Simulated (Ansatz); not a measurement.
# CS (singlet): from Hartree-Fock to the top rungs, cc-pV(Q+d)Z

An exercise on one series of results from a longer session: the logs are not shown, and one member is left open.

Computed with Ansatz 0.2.0, Gaussian basis. Level: cc-pV(Q+d)Z, core rule «outside noble gas», up to 6 orbitals frozen.

The runs, in order: UHF; CCSD(T) on RHF; BCCD(T) on RHF; CISD; CCSDT(Q) on RHF; CASSCF and MRCISD+Q, 10 electrons in 8 orbitals; CASSCF and NEVPT2, 10 electrons in 8 orbitals.

9 further runs of the same task are left out: 9 set aside as unsound or not needed.

## The geometry

The geometry is an MP2(full)/6-31G* stationary point (not a proven minimum).

2 atoms, charge 0, spin multiplicity 1.

Atoms are counted from 1 here; the program's logs count them from 0.

Bond lengths: C1–S2 1.545 Å.

Set-up of the first run:

in.yaml

```yaml
crystal:
  periodic: [false, false, false]
  atoms:
    - {symbol: C, position_ang: [0.000000, 0.000000, 0.000000]}
    - {symbol: S, position_ang: [0.000000, 0.000000, 1.544650]}
basis:
  gaussian: {orbitals: "cc-pV(Q+d)Z.json"}
magnetization: {spin_polarized: true, initial_magnetization: 0}
hamiltonian: {xc: hf}
output: {orbitals: {seedname: orbitals}}
```

The run is started by

```console
> ansatz run in.yaml --threads 1 --pin off --events-out ev --progress --plain --max-ram 3956MiB --backend cpu
```

Steps of the session up to this table: UHF; CCSD(T) on RHF; BCCD(T) on RHF; CISD; CCSDT(Q) on RHF; CASSCF and MRCISD+Q, 10 electrons in 8 orbitals; CASSCF and NEVPT2, 10 electrons in 8 orbitals.

One of the session's tables, all rows but one given; the rest of the session is left out.

```
          method  from RCCSDT(Q) (meV)
             RHF               +9899.1
            RMP2               +1037.0
            CISD               +1503.0
           RCCSD                +704.5
        RCCSD(T)                 +65.3
         BCCD(T)                 +59.7
          RCCSDT                 +53.7
       RCCSDT(Q)                     0
  CASSCF valence               +7036.7
  NEVPT2 valence               +1343.8
  MRCISD valence                     ?
MRCISD+Q valence                +102.5
```

Estimate the missing values for MRCISD valence.

**Answer.** from RCCSDT(Q) (meV): +660.7. In the column «from RCCSDT(Q) (meV)» it lies between MRCISD+Q valence (+102.5) and RCCSD (+704.5).

With the free atoms at the same levels and basis (separate runs), the atomisation energy is 7.295 eV at RCCSDT(Q), 7.271 eV at RCCSD(T), 4.198 eV at RHF.
